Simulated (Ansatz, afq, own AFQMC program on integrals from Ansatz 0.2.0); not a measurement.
# C2H, doublet in 6-31G, levels against full CI

```yaml
atoms:
  - { symbol: C, position_ang: [0.0000, 0.0000, 0.1247] }
  - { symbol: C, position_ang: [0.0000, 0.0000, -1.3153] }
  - { symbol: H, position_ang: [0.0000, 0.0000, 1.1907] }
```

Connectivity, by distances: CH–C.

Basis 6-31G. Only valence electrons are correlated. Integrals, coupled cluster, full CI and functionals: Ansatz 0.2.0; the random walks run on the same integrals in our own AFQMC program. ph-AFQMC/CISD is guided by a CISD state made of CCSD amplitudes; releasing the constraint for a short imaginary time cuts its bias at the price of noise, slowly where states lie close. Error bars are statistical, one sigma.

Determinant: UHF, the one that the program's search chose, which needn't be the lowest solution. The geometry is a point of a scan.

Full CI on the same integrals is exact in this basis and with this determinant's frozen core.

Cautions: an unrestricted solution with more broken spin lies lower (318 meV, ⟨S²⟩ 1.20); strong correlation (T1 0.059, weight of the determinant 0.83, largest double 0.17); unrestricted determinant spin contaminated (⟨S²⟩ 0.88 against 0.75); in a space of 9 electrons in 8 natural orbitals full CI finds another state of this spin 7 meV below the state of CCSD(T); in a space of 9 electrons in 8 natural orbitals full CI finds another state of this spin 7 meV below the state of CCSDT(Q); in a space of 9 electrons in 8 natural orbitals full CI finds another state of this spin 7 meV below the state of CCSDTQ; the released energies are still falling, so no released level is given (meV from the phaseless value at times in 1/Eh: -10 ± 6 at 0.24, -26.3 ± 2.5 at 0.51, -36 ± 3 at 0.99, -39 ± 7 at 1.62, -47 ± 3 at 2.40).

The T1 diagnostic is 0.0585. The weight of the determinant in the CISD state is 0.832, the ⟨S²⟩ of the determinant is 0.876 and the size of the correlated space is 9 electrons in 18 orbitals.

```json
{"level": "MP2", "correlation energy (eV)": "-4.0130"}
{"level": "CCSD", "correlation energy (eV)": "-4.8250"}
{"level": "CCSD(T)", "correlation energy (eV)": "-5.0289"}
```

(1) Estimate where full CI lies against CCSD(T) on the same integrals.

(1) 6.5 kJ/mol below CCSD(T).

Reference: full CI, correlation energy -5.096 eV.

```
        level  E − E(reference) (kJ/mol)  share of correlation (%)
      CCSD(T)                        6.5                     98.68
        CCSDT                        2.8                     99.42
     CCSDT(Q)                        0.4                     99.92
       CCSDTQ                        0.4                     99.92
ph-AFQMC/CISD                  5.5 ± 0.3                     98.89
```

CCSDT and higher add their correlation energy to the determinant of the CCSD(T) run, since their own runs factorise the integrals more tightly (a shift of under 2 meV).
